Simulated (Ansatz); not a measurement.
A made-up structure of AlSiH4S (charge -1), closed shell:

```xyz
7
angstrom
Si -0.1225 -0.3163 0.2660
Al -1.0192 -0.0183 -1.9127
S 2.0631 -0.8662 0.6184
H -2.1787 0.6347 -1.1783
H -0.1165 1.1408 -1.5230
H -0.5993 -0.0376 1.5742
H 2.0287 -0.6284 1.9388
```

It is relaxed with PBE-D4/def2-SVPD and then PBE0-D4/def2-TZVPD (Ansatz 0.2.0). Atoms count as bonded within 1.22 times the sum of their covalent radii (H–H: 0.88 Å). The end point is not checked to be a true minimum.

Q: Does its bonding change? (A judgement: the text doesn't fix the answer.)

A: Computed: Yes. Formed: Si1–H5; broken: Al2–H5.

Where it ends: The first stage lowers the energy by 1.31 eV in 17 steps. It ends as AlSiH₄S ([AlH][SiH2][SH]), total charge -1:
```xyz
7
angstrom
Si -0.0251 0.0470 0.0092
Al -1.3393 -0.6730 -2.0681
S 1.8455 -1.0682 0.4442
H -2.3296 0.5786 -1.5108
H 0.4460 1.4843 0.0233
H -0.7648 -0.0404 1.3256
H 2.2228 -0.4197 1.5600
```

Labels in which every atom is bracketed show which atoms are joined, not bond orders.

For scale, one of the runs: PBE0-D4/def2-TZVPD relaxation, 168 basis functions, launched by `ansatz run in.yaml --threads 2 --pin off --events-out ev --progress --plain --max-ram 4352MiB`. The run took about 38 s on 2 CPU threads of an Intel Xeon 6975P-C (shared host).
